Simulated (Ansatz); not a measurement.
# BNH (doublet): wave-function methods side by side at angle B1–N2–H3 = 67.4°, 6-31G

How much of the correlation energy of BNH (doublet) does each wave-function method recover here?

Method: 6-31G, core rule «outside noble gas», up to 2 orbitals frozen; program: Ansatz 0.2.0, Gaussian basis.

Plan: UHF; CCSD(T) on ROHF; CCSD(T) on UHF; BCCD(T) on ROHF; CISD; CCSDT(Q) on ROHF; CCSDT(Q) on UHF; CCSDTQ on ROHF; CASSCF and MRCISD+Q, 3 electrons in 3 orbitals; CASSCF and NEVPT2, 3 electrons in 3 orbitals; Full CI.

15 further runs of the same task are left out: 2 for a known fault of the program, 1 for a mislabelled method, 8 that didn't finish, 4 set aside as unsound or not needed.

## (1) The system

The geometry derives from a PBE0/def2-TZVP stationary point (not a proven minimum). One angle is set to the value named; bond lengths are kept.

3 atoms, charge 0, spin multiplicity 2.

Atoms are counted from 1 here; the program's logs count them from 0.

Bond lengths: B1–N2 1.234 Å, B1–H3 1.251 Å, N2–H3 0.993 Å. Angles: N2–B1–H3 47.1°, B1–N2–H3 67.4°, B1–H3–N2 65.5°.

## (2) UHF

Input file in.yaml:

```yaml
crystal:
  periodic: [false, false, false]
  atoms:
    - {symbol: B, position_ang: [0.564418, 0.000000, 0.419411]}
    - {symbol: N, position_ang: [-0.461837, 0.000000, -0.265016]}
    - {symbol: H, position_ang: [0.363993, 0.000000, -0.815776]}
basis:
  gaussian: {orbitals: 6-31G}
magnetization: {spin_polarized: true, initial_magnetization: 1}
hamiltonian: {xc: hf}
output: {orbitals: {seedname: orbitals}}
```

The run is started by

```bash
> ansatz run in.yaml --threads 1 --pin off --events-out ev --progress --plain --max-ram 2393MiB
```

Further steps of the session: CCSD(T) on ROHF; CCSD(T) on UHF; BCCD(T) on ROHF; CISD; CCSDT(Q) on ROHF; CCSDT(Q) on UHF; CCSDTQ on ROHF; CASSCF and MRCISD+Q, 3 electrons in 3 orbitals; CASSCF and NEVPT2, 3 electrons in 3 orbitals; Full CI.

Before running them: what should the planned runs give, taken together? Wanted: FCI below the RHF energy; RMP2 from FCI; UMP2 from FCI; RCCSD from FCI; RCCSD(T) from FCI; UCCSD(T) from FCI; RCCSDT(Q) from FCI; UCCSDT(Q) from FCI; NEVPT2 pair from FCI.

As calculated:

```
                         quantity                                                                       value
         FCI below the RHF energy                                                                  -4.7977 eV
                    RMP2 from FCI                                                                  +484.1 meV
                    UMP2 from FCI                                                                  +566.2 meV
                   RCCSD from FCI                                                                  +196.8 meV
                RCCSD(T) from FCI                                                                   +31.5 meV
                UCCSD(T) from FCI                                                                   +37.6 meV
               RCCSDT(Q) from FCI                                                                    +0.2 meV
               UCCSDT(Q) from FCI                                                                    -4.6 meV
             NEVPT2 pair from FCI                                                                  +422.9 meV
           MRCISD+Q pair from FCI                                                                  +108.6 meV
levels within 1 kcal/mol (43 meV)  RCCSD(T), UCCSD(T), BCCD(T), RCCSDT, UCCSDT, RCCSDT(Q), UCCSDT(Q), RCCSDTQ
                    T1 diagnostic                                                                       0.036
   effectively unpaired electrons                                                                        1.07
```

What this shows: RCCSD(T) misses by +31.5 meV, 0.7 % of the correlation energy. UCCSDT(Q) falls below full CI: unrestricted runs freeze a spin-polarised core, another one than full CI's, and coupled cluster isn't variational. One determinant dominates. Of the multireference levels listed MRCISD+Q pair comes nearest in total energy (+108.6 meV), which doesn't show that its space is the better one. These misses are within one basis, not against nature; the frozen cores of restricted and unrestricted runs differ, which can shift their rows.
